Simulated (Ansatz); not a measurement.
## Relaxing LiP4Ir

Level of theory: DFT PBE, scalar-relativistic, plane waves, PAW in Ansatz 0.2.0.

The start puts LiP4Ir on the scheelite structure type (I4_1/a, No. 88), with Li in place of Ca, Ir in place of W, P in place of O, at a guessed volume.

The final relaxation ran on this input, with the default PAW datasets:

```yaml
crystal:
  lattice:
    - [-2.5826693192, 2.5826693192, 7.0639633108]
    - [2.5826693192, -2.5826693192, 7.0639633108]
    - [2.5826693192, 2.5826693192, -7.0639633108]
  atoms:
    - { symbol: Li, position: [0.25, 0.75, 0.5] }
    - { symbol: Li, position: [0.5, 0.5, 0.0] }
    - { symbol: P, position: [0.6389596959, 0.625, 0.5139596959] }
    - { symbol: P, position: [0.375, 0.3610403041, 0.4860403041] }
    - { symbol: P, position: [0.1110403041, 0.125, 0.4860403041] }
    - { symbol: P, position: [0.875, 0.8889596959, 0.5139596959] }
    - { symbol: P, position: [0.1110403041, 0.625, 0.9860403041] }
    - { symbol: P, position: [0.375, 0.8889596959, 0.0139596959] }
    - { symbol: P, position: [0.6389596959, 0.125, 0.0139596959] }
    - { symbol: P, position: [0.875, 0.3610403041, 0.9860403041] }
    - { symbol: Ir, position: [0.75, 0.25, 0.5] }
    - { symbol: Ir, position: [0.0, 0.0, 0.0] }
basis:
  ecutwfc: 420
kpoints:
  mp_grid: { grid: [10, 10, 10] }
hamiltonian:
  xc: pbe
scf:
  occupations: { method: gaussian, width: 0.1 }
output:
  forces: true
  stress: true
  eigenvalues: true
relax:
  adjacent_minimum: "off"
  f_tol: 0.01
  max_steps: 80
  cell: { stress_tol: 0.05 }
```

Launched as:

```bash
ansatz run input.yaml --threads 1 --pin off --max-ram 2560MiB --backend cpu --events-out ev --progress --plain --runs-dir out
```

The run took 8.4 min on 1 thread of AMD EPYC 7571, on a shared host, peak memory 0.99 GiB.

End of the output:

```
SCF converged after 8 iterations
Free energy (F): -30326.836361 eV
Harris-Foulkes:  -30326.836361 eV  (|F-HF|=2.55e-11)
Internal energy: -30326.817684 eV  (E = F + TS)
E sigma→0 (E₀):  -30326.827023 eV
Entropy (-TS):   -0.018677 eV (-1.556 meV/atom)
Fermi energy:    10.560868 eV
--- Per-component energies (eV) ---
  E_band       = -636.163411
  E_kinetic    = 1855.995553
  E_local      = -5399.887300  (includes V_loc(G=0)·N_el)
  E_nonlocal   = 347.781440
  E_hartree    = 2113.153367
  E_xc         = -1050.868386
  E_vxc        = -1116.535267  (∫ρ·V_xc dr)
  E_paw        = -23043.505126  (= ΣΔE_a)
  E_vpaw       = -549.824748  (= ΣTr[D̂ρ^β])
  E_aug_tail   = 0.000178  (compensation charges beyond the density's cutoff)
  E_ewald      = -5149.487412
  E_smearing   = -0.018677  (= −TS)
  E_closure    =  0.000000  (closes the sum)
  Σ components = -30326.836361   (vs F -30326.836361, Δ=0.00e0)
--- Forces (eV/Å), atoms counted from 1 ---
  atom   1  Li     0.00000000     0.00000000     0.00000000
  atom   2  Li     0.00000000     0.00000000     0.00000000
  atom   3  P      0.00000000    -0.00815784     0.00000000
  atom   4  P      0.00815784     0.00000000     0.00000000
  atom   5  P      0.00000000     0.00815784     0.00000000
  atom   6  P     -0.00815784     0.00000000     0.00000000
  atom   7  P      0.00000000     0.00815784     0.00000000
  atom   8  P     -0.00815784     0.00000000     0.00000000
  atom   9  P      0.00000000    -0.00815784     0.00000000
  atom  10  P      0.00815784     0.00000000     0.00000000
  atom  11  Ir     0.00000000     0.00000000     0.00000000
  atom  12  Ir     0.00000000     0.00000000     0.00000000
  max |Σ_I F_I| component: 1.39e-17 eV/Å
--- Stress (GPa, compression-positive) ---
        0.020777       0.000000       0.000000
        0.000000       0.020777       0.000000
        0.000000       0.000000      -0.036967
  P = ⅓ Tr σ = 0.0015 GPa (0.015 kbar)
--- Relaxed structure (3 steps of the walk, 3 accepted, 1 SCFs on fresh bases) ---
  F+E_penalty+E_count = -30326.83636138 eV   max|allowed force component| = 8.158e-3 eV/Å   (the final SCF, on the basis selected at the relaxed cell)
  cell:  # Å, volume = 187.5883 Å³
    - [-2.573887, 2.573887, 7.078917]
    - [2.573887, -2.573887, 7.078917]
    - [2.573887, 2.573887, -7.078917]
  atoms:
    - { symbol: Li, position: [0.250000, 0.750000, 0.500000] }
    - { symbol: Li, position: [0.500000, 0.500000, 0.000000] }
    - { symbol: P, position: [0.637636, 0.625, 0.512636] }
    - { symbol: P, position: [0.375000, 0.362364, 0.487364] }
    - { symbol: P, position: [0.112364, 0.125000, 0.487364] }
    - { symbol: P, position: [0.875, 0.887636, 0.512636] }
    - { symbol: P, position: [0.112364, 0.625, 0.987364] }
    - { symbol: P, position: [0.375000, 0.887636, 0.012636] }
    - { symbol: P, position: [0.637636, 0.125000, 0.012636] }
    - { symbol: P, position: [0.875, 0.362364, 0.987364] }
    - { symbol: Ir, position: [0.750000, 0.250000, 0.500000] }
    - { symbol: Ir, position: [0.000000, 0.000000, 0.000000] }
```

Absolute energies hang on the potentials; compare differences alone.

The result has space group I4_1/amd (No. 141). Around Li lie 8 P at 2.57 Å; P is coordinated by 4 P at 2.44–2.70 Å, 2 Ir at 2.51 Å and 2 Li at 2.57 Å; Ir is coordinated by 8 P at 2.51 Å.

Against the elements it lies at -0.12 eV/atom. Energies over the elements count from the elements' standard structures at the same level, with no empirical corrections.

The k mesh leaves about 4 meV/atom of noise in metals. Spin–orbit coupling is left out.

Symmetry constrained the relaxation, so the result can be a saddle point.